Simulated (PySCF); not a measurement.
Level of theory: PySCF, delta-SCF UKS SCAN, pcX-2 on the ionised atom, pcseg-1 elsewhere, spin-free X2C. Geometries: GFN2-xTB; isolated species, one conformer each. Kα1 is taken as the energy difference of the 1s-hole and 2p3/2-hole states at the ground state's geometry. Spin–orbit and ligand-field terms were added within each 2p shell after the spin-free SCF.

| site | Cl 2p3/2 (eV) |
| --- | --- |
| chlorine in `F/C=C/CCl` | 205.81 |
| chlorine in `CCS(=O)(=O)Cl` | 206.44 |
| chlorine in `C=C[C@H](F)Cl` | 206.06 |

Problem. What are the Cl 1s binding energies, and the Kα1 emission energies that follow?

Solution. 
```tsv
site	bonded to	1s (eV)	2p3/2 (eV)	Kα1 = 1s − 2p3/2 (eV)
chlorine in `F/C=C/CCl`	C	2828.40	205.81	2622.59
chlorine in `C=C[C@H](F)Cl`	C	2828.64	206.06	2622.58
chlorine in `CCS(=O)(=O)Cl`	S	2829.01	206.44	2622.57
```

Ranges: 1s 0.61 eV, 2p3/2 0.63 eV, Kα1 0.02 eV.
